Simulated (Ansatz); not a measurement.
# AlMgH (singlet): the correlation ladder at distance Al1–Mg2 = 7.697 Å, 6-31G

Aim: climb from Hartree-Fock through coupled cluster and multireference methods for AlMgH (singlet) at one geometry and basis, and see what each rung misses.

Computed with Ansatz 0.2.0, Gaussian basis. Level: 6-31G, core rule «outside noble gas», up to 10 orbitals frozen.

Plan: UHF; CCSD(T) on RHF; BCCD(T) on RHF; CISD; CCSDT(Q) on RHF; CISDTQ; CCSDTQ on RHF; CASSCF and MRCISD+Q, 2 electrons in 2 orbitals; CASSCF and NEVPT2, 2 electrons in 2 orbitals; CASSCF and MRCISD+Q, 6 electrons in 9 orbitals; CASSCF and NEVPT2, 6 electrons in 9 orbitals; Full CI.

15 further runs of the same task are left out: 1 for a mislabelled method, 8 that didn't finish, 6 set aside as unsound or not needed.

## (1) The geometry

The geometry derives from a PBE0/def2-TZVP stationary point (not a proven minimum). One bond is set to the value named and the two fragments are kept rigid.

3 atoms, charge 0, spin multiplicity 1.

Atoms are counted from 1 here; the program's logs count them from 0.

Bond lengths: Al1–H3 1.697 Å.

Geometry (Å):

```xyz
3

Al    0.0000   -0.5674    2.7948
Mg    0.0000   -0.4163   -4.9008
H     0.0000    0.9837    2.1060
```

## (2) UHF

File in.yaml:

```yaml
crystal:
  periodic: [false, false, false]
  atoms:
    - {symbol: Al, position_ang: [0.000000, -0.567425, 2.794765]}
    - {symbol: Mg, position_ang: [0.000000, -0.416315, -4.900752]}
    - {symbol: H, position_ang: [0.000000, 0.983740, 2.105987]}
basis:
  gaussian: {orbitals: 6-31G}
magnetization: {spin_polarized: true, initial_magnetization: 0}
hamiltonian: {xc: hf}
output: {orbitals: {seedname: orbitals}}
```

Run with:

```bash
$ ansatz run in.yaml --threads 1 --pin off --events-out ev --progress --plain --max-ram 2393MiB
```

Further steps of the session: CCSD(T) on RHF; BCCD(T) on RHF; CISD; CCSDT(Q) on RHF; CISDTQ; CCSDTQ on RHF; CASSCF and MRCISD+Q, 2 electrons in 2 orbitals; CASSCF and NEVPT2, 2 electrons in 2 orbitals; CASSCF and MRCISD+Q, 6 electrons in 9 orbitals; CASSCF and NEVPT2, 6 electrons in 9 orbitals; Full CI.

Q: Predict the results of all the runs planned. Wanted: FCI below the RHF energy; RMP2 from FCI; RCCSD from FCI; RCCSD(T) from FCI; RCCSDT(Q) from FCI; NEVPT2 pair from FCI; MRCISD+Q pair from FCI; NEVPT2 valence from FCI; T1 diagnostic.

**Answer**, as computed:

| quantity | value |
| --- | --- |
| FCI below the RHF energy | -2.1633 eV |
| RMP2 from FCI | +869.6 meV |
| RCCSD from FCI | +12.5 meV |
| RCCSD(T) from FCI | +4.8 meV |
| RCCSDT(Q) from FCI | +0.5 meV |
| NEVPT2 pair from FCI | +763.3 meV |
| MRCISD+Q pair from FCI | -86.0 meV |
| NEVPT2 valence from FCI | +104.2 meV |
| levels within 1 kcal/mol (43 meV) | RCCSD, RCCSD(T), BCCD(T), RCCSDT, CISDTQ, RCCSDT(Q), RCCSDTQ, MRCISD valence, MRCISD+Q valence |
| T1 diagnostic | 0.014 |
| effectively unpaired electrons | 0.17 |

**Reading.** RCCSD(T) lands +4.8 meV from the yardstick (0.2 % of the correlation energy). MRCISD+Q pair falls below full CI: the +Q correction isn't variational, and the cores differ from full CI's. One determinant dominates. Of the multireference levels listed MRCISD+Q valence comes nearest in total energy (+7.6 meV), which doesn't show that its space is the better one. These misses are within one basis, not against nature.
